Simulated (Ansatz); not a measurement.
Geometry optimisation, RKS PBE0/def2-SVP in Ansatz.

The input (input.yaml):

```yaml
crystal:
  periodic: [false, false, false]
  atoms:
    - { symbol: Si, position_ang: [-0.135041, 0.131192, 0.083759] }
    - { symbol: O, position_ang: [-0.128287, 0.102373, 1.759456] }
    - { symbol: H, position_ang: [-0.981731, 0.234151, 2.182914] }
    - { symbol: H, position_ang: [1.269962, 0.312075, -0.364268] }
    - { symbol: H, position_ang: [-0.954705, 1.287019, -0.402375] }
    - { symbol: H, position_ang: [-0.713689, -1.107651, -0.521008] }
    - { symbol: H, position_ang: [1.290495, -2.007234, 0.8021] }
    - { symbol: H, position_ang: [1.083397, -1.721324, 1.427321] }
basis:
  gaussian: { orbitals: def2-SVP }
hamiltonian:
  xc: pbe0
relax:
  f_tol: 0.03
  max_steps: 50
```

Command:

```bash
$ ansatz run input.yaml --threads 1 --pin off --max-ram 2048MiB --backend cpu --events-out ev --progress --plain --runs-dir out
```

Q: Where does it end, and by what steps?

A: It converged. The force dipped under the threshold on the way, but the program's further checks kept it going. After 18 steps the energy has fallen by 0.171 eV; H7 moved furthest, 1.48 Å.

```json
{"step": "0", "energy less start (eV)": "0.0000", "largest force component (eV/Å)": "1.520", "accepted": "yes"}
{"step": "1", "energy less start (eV)": "-0.0985", "largest force component (eV/Å)": "0.126", "accepted": "yes"}
{"step": "2", "energy less start (eV)": "-0.1297", "largest force component (eV/Å)": "0.111", "accepted": "yes"}
{"step": "3", "energy less start (eV)": "-0.1414", "largest force component (eV/Å)": "0.301", "accepted": "yes"}
{"step": "4", "energy less start (eV)": "-0.1457", "largest force component (eV/Å)": "0.129", "accepted": "yes"}
{"step": "5", "energy less start (eV)": "-0.1486", "largest force component (eV/Å)": "0.238", "accepted": "yes"}
{"step": "6", "energy less start (eV)": "-0.1558", "largest force component (eV/Å)": "0.211", "accepted": "yes"}
{"step": "7", "energy less start (eV)": "-0.1599", "largest force component (eV/Å)": "0.178", "accepted": "yes"}
{"step": "8", "energy less start (eV)": "-0.1065", "largest force component (eV/Å)": "1.049", "accepted": "no"}
{"step": "9", "energy less start (eV)": "-0.1639", "largest force component (eV/Å)": "0.038", "accepted": "yes"}
{"step": "10", "energy less start (eV)": "-0.1658", "largest force component (eV/Å)": "0.024", "accepted": "yes"}
{"step": "11", "energy less start (eV)": "-0.1659", "largest force component (eV/Å)": "0.292", "accepted": "yes"}
{"step": "12", "energy less start (eV)": "-0.1678", "largest force component (eV/Å)": "0.130", "accepted": "yes"}
{"step": "13", "energy less start (eV)": "-0.1690", "largest force component (eV/Å)": "0.010", "accepted": "yes"}
{"step": "14", "energy less start (eV)": "-0.1700", "largest force component (eV/Å)": "0.034", "accepted": "yes"}
{"step": "15", "energy less start (eV)": "-0.1703", "largest force component (eV/Å)": "0.042", "accepted": "yes"}
{"step": "16", "energy less start (eV)": "-0.1705", "largest force component (eV/Å)": "0.040", "accepted": "yes"}
{"step": "17", "energy less start (eV)": "-0.1706", "largest force component (eV/Å)": "0.031", "accepted": "yes"}
{"step": "18", "energy less start (eV)": "-0.1707", "largest force component (eV/Å)": "0.019", "accepted": "yes"}
```

```xyz
8
Properties=species:S:1:pos:R:3
Si -0.339 0.492 -0.184
O 0.078 -0.038 1.343
H -0.643 -0.299 1.923
H 0.937 0.843 -0.863
H -1.225 1.696 -0.125
H -1.054 -0.566 -0.966
H 1.634 -2.789 2.012
H 1.343 -2.108 1.827
```

The run took 27 s on 1 thread of Arm Neoverse V1, on a shared host, peak memory 0.11 GiB.
